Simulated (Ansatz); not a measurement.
# SiHClO (SMILES O[Si]Cl): a rigid scan of the bond length O1–Si2

Aim: the energy along the bond length O1–Si2, from CCSD(T) and from cheaper methods, relative to the minimum. All other internal coordinates keep their values.

Program: Ansatz 0.2.0, Gaussian basis. Level of theory: single points in def2-TZVPP. These are calculated values, not measurements.

Levels: PBE-D4, r2SCAN-D4, PBE0-D4, B3LYP-D4, wB97M-V, Hartree-Fock, MP2, CCSD, CCSD(T). The scan takes 1.473, 1.506, 1.554, 1.610, 1.672, 1.740, 1.811, 1.886, 1.964 Å.

Cores are frozen in the correlated methods. B3LYP uses VWN-RPA correlation.

### 1 The system as given

The minimum, relaxed at PBE0-D4: 4 atoms, charge 0, spin multiplicity 1.

Atoms are counted from 1 here; the program's logs count them from 0.

Bond lengths: O1–Si2 1.637 Å, O1–H4 0.963 Å, Si2–Cl3 2.110 Å. Angles: Si2–O1–H4 120.4°, O1–Si2–Cl3 101.3°.

As a file:

```mol
ClHOSi
  3D, bonds by distance, orders not assigned

  4  3  0  0  0  0  0  0  0  0999 V2000
   -0.9118    0.4502   -0.3087 O   0  0
   -0.4342   -0.7897    0.6470 Si  0  0
    1.6623   -0.7010    0.4214 Cl  0  0
   -0.2608    0.9804   -0.7800 H   0  0
  1  2  8  0
  1  4  8  0
  2  3  8  0
M  END
```

Energies of the minimum (eV), from earlier single points: PBE-D4 -22455.85294, r2SCAN-D4 -22464.40008, PBE0-D4 -22457.42404, B3LYP-D4 -22468.11682, wB97M-V -22465.49753, CCSD(T) -22438.11348.

At the minimum the bond length O1–Si2 is 1.637 Å.

### 2 O1–Si2 = 1.473 Å

The input, ccsdt-tzvpp/in.yaml:

```yaml
crystal:
  periodic: [false, false, false]
  atoms:
    - {symbol: O, position_ang: [-0.911755, 0.450160, -0.308684]}
    - {symbol: Si, position_ang: [-0.481967, -0.665719, 0.551448]}
    - {symbol: Cl, position_ang: [1.614514, -0.577011, 0.325778]}
    - {symbol: H, position_ang: [-0.260807, 0.980362, -0.779997]}
basis:
  gaussian: {orbitals: def2-TZVPP}
correlation: {method: ccsd_t}
```

No record of the launch command was kept for these runs.

After this run come: O1–Si2 = 1.506 Å; O1–Si2 = 1.554 Å; O1–Si2 = 1.610 Å; O1–Si2 = 1.672 Å; O1–Si2 = 1.740 Å; O1–Si2 = 1.811 Å; O1–Si2 = 1.886 Å; O1–Si2 = 1.964 Å.

Q: Predict the outcome of this session. Wanted: highest point, CCSD(T); lowest point, CCSD(T); minimum along the scan, CCSD(T); RMS deviation from CCSD(T); largest T1 diagnostic.

As calculated:

| quantity | value |
| --- | --- |
| highest point, CCSD(T) | 22.0 kcal/mol at 1.964 Å |
| lowest point, CCSD(T) | 0.0 kcal/mol at 1.637 Å |
| minimum along the scan, CCSD(T) | 1.641 Å |
| curvature there | 32.0 eV/Å² |
| RMS deviation from CCSD(T) | PBE-D4 2.2, r2SCAN-D4 0.4, PBE0-D4 0.4, B3LYP-D4 0.7, wB97M-V 0.2, Hartree-Fock 3.1, MP2 0.1, CCSD 0.7 kcal/mol |
| largest T1 diagnostic | 0.018 |

In words: A polynomial through the near points puts the CCSD(T) minimum 0.004 Å above the PBE0-D4 value. It is steeper on the short side than on the long one. Curvature against CCSD(T): PBE-D4 -12 %, Hartree-Fock +14 %. Best along the scan: MP2. Worst: Hartree-Fock.
